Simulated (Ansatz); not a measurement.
## Other spins and charges of H2As–AsH2, singlet at one geometry

Geometry (PBE0/def2-TZVP stationary point for this spin, not checked as a minimum):

```xyz
6

As    0.0276    0.0000    1.2417
As    0.0276    0.0000   -1.2417
H    -1.0276    1.0883    1.3713
H    -1.0267   -1.0892    1.3713
H    -1.0276    1.0883   -1.3713
H    -1.0267   -1.0892   -1.3713
```

Basis cc-pVTZ; Ansatz 0.2.0. Correlated methods freeze the noble-gas cores and the filled d shells of p-block atoms. R marks a restricted (for open shells ROHF) determinant, U an unrestricted one. No spin–orbit coupling is included, and no scalar relativity.

Gaps are energies of the second state less the first, at fixed atoms, for a selection of the levels run; each method lands on the state that its own search finds for that charge and spin.

Removing an electron, to the doublet: 9.523 eV at UCCSDT(Q).

```json
{"level": "UMP2", "gap (eV)": "9.615", "error (meV)": "92"}
{"level": "UCCSD", "gap (eV)": "9.486", "error (meV)": "-37"}
{"level": "UCCSD(T)", "gap (eV)": "9.535", "error (meV)": "12"}
{"level": "BCCD(T)", "gap (eV)": "9.536", "error (meV)": "13"}
{"level": "UCCSDT", "gap (eV)": "9.520", "error (meV)": "-3"}
{"level": "r2SCAN", "gap (eV)": "9.523", "error (meV)": "0"}
{"level": "PBE0", "gap (eV)": "9.521", "error (meV)": "-2"}
{"level": "B3LYP", "gap (eV)": "9.543", "error (meV)": "20"}
{"level": "wB97M-V", "gap (eV)": "9.538", "error (meV)": "15"}
{"level": "B2PLYP", "gap (eV)": "9.511", "error (meV)": "-12"}
```

PBE gives 4.353 eV for triplet less singlet. Estimate what UCCSDT(Q) gives in cc-pVTZ.

UCCSDT(Q) in cc-pVTZ gives 4.523 eV, so against it PBE is off by -0.170 eV, of which a good part can be the reference's own basis and frozen-core error.

```csv
level,gap (eV),error (meV)
UHF,4.184,-339
UMP2,4.585,62
UCCSD,4.522,-1
UCCSD(T),4.537,14
BCCD(T),4.543,20
UCCSDT,4.522,-1
r2SCAN,4.349,-174
PBE0,4.398,-125
B3LYP,4.441,-82
wB97M-V,4.484,-39
B2PLYP,4.509,-14
RPA-PBE,4.401,-122
```

Functionals correlate the shells that the reference freezes, so part of their error here is the reference's.

Full CI isn't at hand for all of this; UCCSDT(Q) serves as the reference, and is uncertain by the last step of the cluster series or more. The frozen core follows each run's orbitals, which can shift R against U totals by a few meV for light atoms and by up to 0.1 eV past Ca.
